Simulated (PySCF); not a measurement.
Gas-phase reaction: 4 SiCl₂ + Si₂H₆ ⇌ 6 SiHCl + Cl₂

Energies from PySCF, thermal terms from the rigid-rotor harmonic-oscillator model, ideal gas at 1 bar. † marks an energy on the PBE0/def2-TZVP geometry and frequencies; other levels use their own. MP2 freezes the core. 6-31G* has spherical d functions here. All species are closed-shell singlets. SiHCl: computed as isolated molecules; such fragments, hydroxides, amides, oligomers or adducts are transient or little studied in the gas. MP2 isn't extrapolated to the basis-set limit; its ΔH°(298 K) is 974.5 kJ in def2-SVP and 987.5 kJ in def2-TZVPP. The harmonic model lacks anharmonicity and excited electronic states, which grow with temperature; levels with a mode under 35 cm⁻¹ are left out. Internal rotation in Si₂H₆ is treated as a harmonic vibration of one conformer, which makes the entropy rough.

| level | ΔE electronic, kJ | ΔH°(298 K), kJ | ΔS°(298 K), J/K | ΔG°(600 K), kJ |
|---|---|---|---|---|
| HF/6-31G* | 900 | 874 | 336 | 673 |
| HF/def2-TZVP† | 916 | 890 | 329 | 693 |
| MP2/def2-SVP† | 1001 | 975 | 329 | 778 |
| MP2/def2-TZVPP† | 1014 | 988 | 329 | 791 |
| PBE0/def2-QZVP† | 987 | 961 | 329 | 765 |
| r2SCAN/def2-TZVP† | 1029 | 1002 | 329 | 806 |
| LDA/def2-TZVP† | 1047 | 1021 | 329 | 825 |
| ωB97X-V/def2-TZVP† | 988 | 961 | 329 | 765 |
ΔH° is lowest at HF/6-31G* and highest at LDA/def2-TZVP†. No reference value is set beside these.
